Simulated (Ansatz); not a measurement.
Born effective charge (magnitude) (e) along a series of related solids, from r²SCAN (plane waves, PAW; Ansatz, a quantum-chemistry and plane-wave program).

| solid | r²SCAN |
|---|---|
| zinc-blende GaN (metastable phase) | 2.67 |
| zinc-blende GaP | 2.15 |
| zinc-blende GaAs | 2.15 |
| zinc-blende GaSb | 1.73 |

Members of the series are missing where a level wasn't run or failed, where a doubt is noted on the run or the magnetic state, for phases of high temperature or layered ones, and where values are held back for tests.

Spin–orbit coupling is left out, also for the solids with elements from indium on (zinc-blende GaSb); its size isn't shown.

Each level is taken at its own relaxed cell. Ansatz's density-functional and Hartree–Fock values are scalar-relativistic unless marked +SOC, with PAW data made under PBE.
